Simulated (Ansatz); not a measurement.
Reaction (SMILES): P (PH3) → [PH2] (PH2) + H atom
B3LYP-D3(BJ)/def2-TZVP geometries, fixed; electronic energies without zero-point terms.
Largest species:
```xyz
4

P      0.0029     0.0016     0.1282
H     -0.0038     1.1839    -0.6561
H      1.0120    -0.6137    -0.6568
H     -1.0521    -0.5944    -0.6098
```

Effect of a fitting basis named in the input at wB97M-V/def2-TZVPP with Ansatz (a first-principles code), against the last row, where the bond dissociation energy is 88.34 kcal/mol. Open shells are unrestricted. The default fits or decomposes integrals by the program's own choice; accuracy: high also tightens integrals, grids and stops.

```json
[
 {"setting": "fitting: def2-SV(P)-JKFIT", "largest shift of a total energy (mEh)": "-0.030", "shift of the bond dissociation energy (kcal/mol)": "-0.003"},
 {"setting": "fitting: def2-universal-JKFIT", "largest shift of a total energy (mEh)": "-0.030", "shift of the bond dissociation energy (kcal/mol)": "-0.003"},
 {"setting": "fitting: cc-pVTZ-JKFIT", "largest shift of a total energy (mEh)": "-0.021", "shift of the bond dissociation energy (kcal/mol)": "0.001"},
 {"setting": "fitting: cc-pVQZ-JKFIT", "largest shift of a total energy (mEh)": "-0.006", "shift of the bond dissociation energy (kcal/mol)": "-0.003"},
 {"setting": "fitting: cc-pV5Z-JKFIT", "largest shift of a total energy (mEh)": "-0.007", "shift of the bond dissociation energy (kcal/mol)": "-0.003"},
 {"setting": "accuracy: high", "largest shift of a total energy (mEh)": "-0.005", "shift of the bond dissociation energy (kcal/mol)": "0.000"},
 {"setting": "accuracy: medium (default)", "largest shift of a total energy (mEh)": "0.000", "shift of the bond dissociation energy (kcal/mol)": "0.000"}
]
```

Within 0.02 kcal/mol in the bond dissociation energy: fitting: def2-SV(P)-JKFIT; fitting: def2-universal-JKFIT; fitting: cc-pVTZ-JKFIT; fitting: cc-pVQZ-JKFIT; fitting: cc-pV5Z-JKFIT; accuracy: high. The largest shift is 0.030 mEh in a total energy and 0.003 kcal/mol in the difference.
